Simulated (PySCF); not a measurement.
# HCl at other levels of theory

Starting from one script, swap the method and compare what comes out for HCl.

The runs use PySCF 2.14.0; each script names its method and basis.

1 further run of the same task is left out (it didn't finish).

### Step 1. The system as given

HCl: 2 atoms, charge 0, spin multiplicity 1.

Bond lengths: H1–Cl2 1.161 Å.

### Step 2. The run that the others are compared with

Contents of input.py:

```python
from pyscf import gto, dft

mol = gto.M(
    atom='H 0 0 0; Cl 0 0 1.161',
    basis='x2c-tzvpall',
    charge=0,
    spin=0,
    verbose=3,
)
mf = dft.RKS(mol, xc='b3pw91')
mf = mf.sfx2c1e()
mf.kernel()
mf.stability(internal=True, external=True)
mf.dip_moment()
print('orbital energies (hartree):', mf.mo_energy[..., max(0, mol.nelec[1]-3):mol.nelec[0]+3].round(4))
```

Launch:

```bash
$ OMP_NUM_THREADS=1 python input.py
```

### Step 3. SCF alone

Edit 1 changes step after the SCF: stability → none.

Edit input.py of step 2 so:

```diff
@@ -12,3 +12,2 @@
 mf.kernel()
-mf.stability(internal=True, external=True)
 mf.dip_moment()
```

### Step 4. Gradient

Edit 2 changes step after the SCF: stability → gradient.

Edit input.py of step 2 so:

```diff
@@ -12,3 +12,5 @@
 mf.kernel()
-mf.stability(internal=True, external=True)
+g = mf.nuc_grad_method()
+g.grid_response = True
+g.kernel()
 mf.dip_moment()
```

### Step 5. 0.5*hf+0.5*b88,lyp

Edit 3 changes functional: b3pw91 → 0.5*hf+0.5*b88,lyp.

Edit input.py of step 2 so:

```diff
@@ -9,3 +9,3 @@
 )
-mf = dft.RKS(mol, xc='b3pw91')
+mf = dft.RKS(mol, xc='0.5*hf+0.5*b88,lyp')
 mf = mf.sfx2c1e()
```

### Step 6. Geometry optimisation

Edit 4 changes step after the SCF: stability → optimize.

Contents of input.py:

```python
from pyscf import gto, dft
from pyscf.geomopt.geometric_solver import optimize

mol = gto.M(
    atom='H 0 0 0; Cl 0 0 1.161',
    basis='x2c-tzvpall',
    charge=0,
    spin=0,
    verbose=3,
)
mf = dft.RKS(mol, xc='b3pw91')
mf = mf.sfx2c1e()
mf.kernel()
g = mf.nuc_grad_method()
g.grid_response = True
mol_eq = optimize(g.as_scanner(), maxsteps=30)
print('optimised geometry (angstrom)')
print(mol_eq.tostring('raw'))
print('orbital energies (hartree):', mf.mo_energy[..., max(0, mol.nelec[1]-3):mol.nelec[0]+3].round(4))
```

### Step 7. MP2 (RHF)

Edit 5 changes step after the SCF: stability → mp2; SCF type: RKS → RHF; functional: b3pw91 → none (Hartree–Fock).

Edit input.py of step 2 so:

```diff
@@ -1,2 +1,2 @@
-from pyscf import gto, dft
+from pyscf import gto, scf, mp
 
@@ -9,6 +9,6 @@
 )
-mf = dft.RKS(mol, xc='b3pw91')
+mf = scf.RHF(mol)
 mf = mf.sfx2c1e()
 mf.kernel()
-mf.stability(internal=True, external=True)
+mp.MP2(mf).kernel()
 mf.dip_moment()
```

### Step 8. CCSD(T) (RHF)

Edit 6 changes step after the SCF: stability → ccsd(t); SCF type: RKS → RHF; functional: b3pw91 → none (Hartree–Fock); frozen orbitals: none → 5.

Contents of input.py:

```python
from pyscf import gto, scf, cc

mol = gto.M(
    atom='H 0 0 0; Cl 0 0 1.161',
    basis='x2c-tzvpall',
    charge=0,
    spin=0,
    verbose=3,
)
mf = scf.RHF(mol)
mf = mf.sfx2c1e()
mf.kernel()
mycc = cc.CCSD(mf, frozen=5)
mycc.kernel()
mycc.ccsd_t()
mf.dip_moment()
print('orbital energies (hartree):', mf.mo_energy[..., max(0, mol.nelec[1]-3):mol.nelec[0]+3].round(4))
```

Q: Predict the outcome of this session. Wanted: for each run, E(SCF); from base; gap; SCF dipole; after the SCF.

**Answer**, as computed:

```csv
run,E(SCF) (hartree),from base (eV),gap (eV),SCF dipole (D),after the SCF
base,-462.191982,0,10.30,1.12,stable
SCF alone,-462.191982,0.0000,10.30,1.12,n/a
gradient,-462.191982,0.0000,10.30,1.12,n/a
"0.5*hf+0.5*b88,lyp",-462.225265,not comparable,12.70,1.13,stable
geometry optimisation,-462.191982,0.0000,10.30,n/a,"bond 1.280 Å, -0.283 eV"
MP2 (RHF),-461.500419,not comparable,17.07,1.16,MP2 correlation -8.137 eV
CCSD(T) (RHF),-461.500419,not comparable,17.07,1.16,"CCSD(T) correlation -6.086 eV, core frozen"
```

SCF columns refer to the geometry typed in the script.

A lower total energy from another functional means nothing by itself.
